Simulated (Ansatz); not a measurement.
System: water, H2O, net charge 0, singlet state. 
Structure (B3LYP-D3(BJ)/def2-TZVP (Ansatz, an electronic-structure program) minimum search):
SMILES: O
```xyz
3

O      0.0070     0.0013     0.1167
H     -0.0500     0.7593    -0.4742
H     -0.0062    -0.7700    -0.4592
```
Charge 0, spin multiplicity 1.

Basis-set convergence of Hartree-Fock and MP2 correlation energies (hartree) with Ansatz. Cores are frozen in the correlated levels unless marked. Spin-orbit coupling is left out. No relativistic terms.

| basis | functions | E(HF) | E(corr, MP2) |
|---|---|---|---|
| def2-SVP | 24 | -75.96065 | -0.20140 |
| def2-TZVPP | 59 | -76.06210 | -0.26134 |
| def2-QZVPP | 117 | -76.06636 | -0.28291 |

Extrapolating the two largest sets (X = 3 and 4) as X^-3: E(corr) = (64·(-0.28291) - 27·(-0.26134))/37 = -0.2987 Eh, an estimate of the basis-set limit. The largest set recovers 94.7 % of it, the smallest 67.4 %.
